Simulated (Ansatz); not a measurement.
[Cl···H···CH2], triplet: the ladder up to UCCSDT(Q)

Geometry: a point of a hydrogen-transfer path between rigid fragments, not a stationary point.

```xyz
5

Cl   -0.7852    0.0000    0.0000
H     0.7018    0.0000    0.0000
C     1.8748    0.0000    0.0000
H     2.2892    0.0000    0.9962
H     2.2892    0.0000   -0.9962
```

Basis cc-pVDZ; Ansatz 0.2.0. Correlated methods freeze the noble-gas cores, which leaves 14 electrons in 41 orbitals. Prefix R: restricted or restricted open-shell reference; prefix U: unrestricted. Active spaces: pair = (4e, 4o) about the gap; valence = (14e, 11o) chosen from the atoms' valence shells.

Full CI isn't at hand for all of this; UCCSDT(Q) serves as the reference, and is uncertain by about the last step of the cluster series. The frozen core follows each run's orbitals, which can shift R against U totals by a few meV.

For open shells CISD is restricted-active-space CI with the open shells as a complete middle space.

The UHF ⟨S²⟩ is 2.040 and the T1 diagnostic (RCCSD) is 0.0178. The largest doubles amplitude (RCCSD) is 0.041 and the T1 diagnostic (UCCSD) is 0.0112.

| level | E − E(UCCSDT(Q)) (kJ/mol) | share of correlation (%) | wall time |
| --- | --- | --- | --- |
| RHF | 818.3 | 0.00 | – |
| UHF | 780.7 | 4.59 | – |
| RMP2 | 106.1 | 87.04 | – |
| UMP2 | 114.6 | 86.00 | – |
| CISD | 83.0 | 89.86 | 3.8 s |
| RCCSD | 18.8 | 97.70 | – |
| UCCSD | 17.9 | 97.81 | – |
| RCCSD(T) | 3.1 | 99.63 | 2 s |
| UCCSD(T) | 3.1 | 99.62 | 2 s |
| BCCD(T) | 3.1 | 99.62 | 2.2 s |
| RCCSDT | 1.2 | 99.85 | – |
| UCCSDT | 1.1 | 99.86 | – |
| RCCSDT(Q) | 0.1 | 99.99 | 46 s |
| CASSCF (pair space) | 757.1 | 7.47 | – |
| NEVPT2 (pair space) | 111.4 | 86.38 | 0.9 s |
| MRCISD (pair space) | 73.9 | 90.97 | – |
| MRCISD+Q (pair space) | 6.6 | 99.19 | 1.3 s |
| CASSCF (valence space) | 636.0 | 22.27 | – |
| NEVPT2 (valence space) | 139.6 | 82.94 | 5 s |
| MRCISD (valence space) | 52.1 | 93.64 | – |
| MRCISD+Q (valence space) | 3.9 | 99.53 | 11 s |

The correlation energy at UCCSDT(Q), counted from RHF, is -8.481 eV. That run took 38 s on 1 thread of Arm Neoverse V2, shared host.

Times hold each run's SCF and search for its determinant on a shared host, so for small cases they say little of a method's own cost; they ran on 1 thread of Arm Neoverse V2.

Natural occupations of CASSCF (valence space) about the gap: 1.980 1.978 1.973 1.002 1.001 0.027 0.024 0.018; effectively unpaired electrons, Σ n²(2−n)², 2.01.
